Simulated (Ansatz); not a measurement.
The first iterations of a band of FH3Si + H2 (7 atoms, charge 0, multiplicity 1).

Level of theory: Ansatz, RKS CAM-B3LYP/def2-SVP.

```yaml
movable_images: 6
climbing_image: no
spring: 5.0 eV/Å²
optimiser: quadratic models (default)
start_path: through a guess of the saddle point
force_threshold: 0.05 eV/Å
iteration_limit: 60
end_points: relaxed
```

Initial state:

```xyz
7
Properties=species:S:1:pos:R:3
Si 0.538 0.000 -0.382
F -0.240 0.000 1.045
H 1.998 0.000 -0.115
H 0.147 1.220 -1.131
H 0.147 -1.220 -1.131
H -3.121 0.000 2.242
H -2.403 0.000 1.983
```

Final state:

```xyz
7
Properties=species:S:1:pos:R:3
Si -0.139 -0.335 -0.350
F -0.765 1.191 2.174
H 1.063 -0.490 0.506
H -0.306 1.073 -0.783
H -0.011 -1.211 -1.547
H -1.350 -0.775 0.404
H -1.426 0.546 2.107
```

| iteration | highest image above the first end (eV) | largest band force component (eV/Å) |
| --- | --- | --- |
| 1 | 3.315 | 9.724 |
| 2 | 2.378 | 2.919 |
| 3 | 1.971 | 3.230 |

Q: Does the band converge within its limit, and where does its top end?

A: The forces met the threshold. It ended after 9 iterations with the highest image 1.752 eV above the first end. Neighbouring images differ by up to 1.4 eV, so the band resolves the path poorly. No image climbed, so the highest image needn't sit at the top of the path. The orbitals stay closed-shell, which can raise the energy where a bond breaks towards radicals; this wasn't checked here.

The run took 60 s on 1 thread of Arm Neoverse V2, on a shared host, peak memory 0.11 GiB.
